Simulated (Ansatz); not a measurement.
Zinc-blende MgTe (metastable phase), treated with HSE06 (PAW; Ansatz, a first-principles code).

The same calculation (at the measured cell, 33.076 Å³/atom) with different numerical settings:

| run | k mesh | gap on the mesh (eV) | total energy (eV/atom) | rough time |
|---|---|---|---|---|
| 1 | 4×4×4 | 3.380 | -4455.2284 | 30 core-s |
| 2 | 6×6×6 | 3.371 | -4455.2403 | 50 core-s |
| 3 | 8×8×8 | 3.370 | -4455.2408 | 3 core-min |
| 4 | 10×10×10 | 3.370 | -4455.2409 | 5 core-min |
| 5 | 12×12×12 | 3.370 | -4455.2409 | 6 core-min |

In the column total energy (eV/atom) the first row differs from the last by +0.0125 and the next to last by 0.0000.

The last row is no converged limit: other settings stay fixed.

Spin–orbit coupling is not included.
